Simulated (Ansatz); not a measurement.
## Relative stability

The two ends of one reaction step of SiH$_{5}$OF, singlet (PBE0-D4/def2-TZVP).

A:

```
8
angstrom
Si -0.4301 0.6657 0.4298
F -0.2770 -0.9230 0.5021
H -0.5178 1.0542 -0.9892
H -1.6436 0.9915 1.2150
O 0.8926 1.4045 1.0290
H 0.3783 -2.1980 -1.7277
H 0.5459 -2.3789 -2.4325
H 1.0517 1.3840 1.9735
```

B:

Si1  (-0.464, 0.662, -0.515)
F2  (0.797, -1.857, 1.103)
H3  (-0.367, 1.657, -1.604)
H4  (-1.847, 0.618, 0.028)
O5  (0.660, 1.049, 0.611)
H6  (0.533, -1.796, 0.215)
H7  (-0.186, -0.700, -1.091)
H8  (0.873, 0.366, 1.254)
(Å)

Computed with Ansatz 0.2.0 (basis: def2-TZVPP); correlated methods freeze the cores. B3LYP uses VWN-RPA correlation.

(1) Which structure is lower at CCSD(T), and by how much? (An estimate is asked for; the value comes from the calculation.)

The T1 diagnostic stays at or below 0.012.

## Answers

(1) By the calculation: A, by 29.19 kcal/mol (electronic energy, against the other). By their contacts, A is a complex of SiH₃OF ([OH][SiH2][F]) + H₂ and B is a complex of SiH₄O ([OH][SiH3]) + HF.

All methods give the same order:

```tsv
method	E(B) − E(A) (kcal/mol)
SPW92	24.57
PBE-D4	26.75
BLYP-D4	29.36
r2SCAN-D4	29.88
B97M-V	29.43
PBE0-D4	27.09
B3LYP-D4	29.40
r2SCAN0-D4	29.44
BHLYP-D4	30.03
CAM-B3LYP-D4	29.68
wB97X-V	29.11
wB97M-V	29.37
B2PLYP	30.15
PBE-QIDH	28.68
RPA on PBE	29.24
HF	31.73
MP2	30.36
CCSD	29.27
CCSD(T)	29.19
```

Labels in which every atom is bracketed show which atoms are joined, not bond orders.

For scale, one of the runs: CCSD(T)/def2-TZVPP, 174 basis functions (an equivalent command: `ansatz run in.yaml --threads 2`). Hardware: 2 CPU threads, shared host. Wall time 21 s; peak host memory 1.6 GiB.
